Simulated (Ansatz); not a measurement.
Compare A (`C=C(C=O)CC`) with its isomer B (`C#CC(C)OC`).

Computed with Ansatz on PBE0-D4/def2-TZVP structures; ΔE is electronic, products minus reactants. CCSD(T)/CBS adds triple-zeta CCSD(T) − MP2 to the extrapolated MP2 energy (def2 sets, frozen cores). DFT in def2-TZVPP. B3LYP here is the variant with VWN-RPA as its local correlation; programs differ in this. Each species was taken in one conformer, which may not be the lowest.

(1) Which isomer does CCSD(T)/CBS put lower? Give the gap. (An estimate is asked.)

(2) Give E(B) − E(A) in kcal/mol with B3LYP, B2PLYP, CCSD(T)/def2-TZVPP, ωB97M-V, CCSD/def2-TZVPP, HF/def2-TZVPP, r2SCAN-D4. (An estimate is asked.)

Largest T1 diagnostic: 0.013.

Results:

(1) The calculation gave: A, by 37.2 kcal/mol.

(2) Computed: B3LYP 39.2, B2PLYP 38.2, CCSD(T)/def2-TZVPP 37.8, ωB97M-V 38.0, CCSD/def2-TZVPP 37.1, HF/def2-TZVPP 37.8, r2SCAN-D4 40.9. None reverses the order clearly.
